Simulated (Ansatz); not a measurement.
Compare A (`CC(C)(F)C=O`) with its isomer B (`C=C(F)C(C)O`).

Isolated molecules relaxed with PBE0-D4/def2-TZVP in Ansatz; ΔE leaves out vibrations. CCSD(T)/CBS is the MP2 limit (def2-TZVPP, def2-QZVPP) plus CCSD(T) − MP2 in def2-TZVPP, frozen cores. DFT in def2-TZVPP. B3LYP here is the variant with VWN-RPA as its local correlation; programs differ in this. One conformer a species, not always the lowest.

A:

```xyz
13

C    -1.069   -0.862   -0.297
C     0.043   -0.074    0.361
C    -0.005    1.405    0.047
F    -0.062   -0.236    1.743
C     1.393   -0.650   -0.033
O     1.801   -0.660   -1.159
H    -0.959   -0.814   -1.381
H    -2.036   -0.443   -0.013
H    -1.034   -1.908    0.012
H     0.159    1.558   -1.020
H     0.770    1.940    0.600
H    -0.978    1.811    0.326
H     1.977   -1.067    0.815
```

B:

```xyz
13

C    -0.373   -1.992   -0.128
C     0.395   -0.926   -0.243
F     1.411   -0.913   -1.125
C     0.306    0.368    0.514
C     0.202    1.557   -0.428
O    -0.740    0.344    1.453
H    -1.161   -2.004    0.610
H    -0.206   -2.865   -0.745
H     1.226    0.463    1.104
H    -0.718    1.494   -1.018
H     1.044    1.589   -1.119
H     0.185    2.481    0.152
H    -1.571    0.405    0.973
```

Which is lower in electronic energy at CCSD(T)/CBS, and by how much? (Estimate.)

Ansatz gave: A, by 12.2 kcal/mol.

Give E(B) − E(A) in kcal/mol with PBE-D4, r2SCAN-D4, CCSD(T)/def2-TZVPP, HF/def2-TZVPP, CCSD/def2-TZVPP, MP2/def2-TZVPP, B3LYP-D4. (An estimate is asked.)

Ansatz gave: PBE-D4 12.0, r2SCAN-D4 12.5, CCSD(T)/def2-TZVPP 12.9, HF/def2-TZVPP 14.7, CCSD/def2-TZVPP 12.9, MP2/def2-TZVPP 13.3, B3LYP-D4 12.5. None reverses the order clearly.

Largest T1 diagnostic: 0.013.

In def2-TZVPP, CCSD(T) changes the Hartree–Fock value by −1.8 kcal/mol (the triples alone add −0.1 kcal/mol) and MP2 by −1.3 kcal/mol.
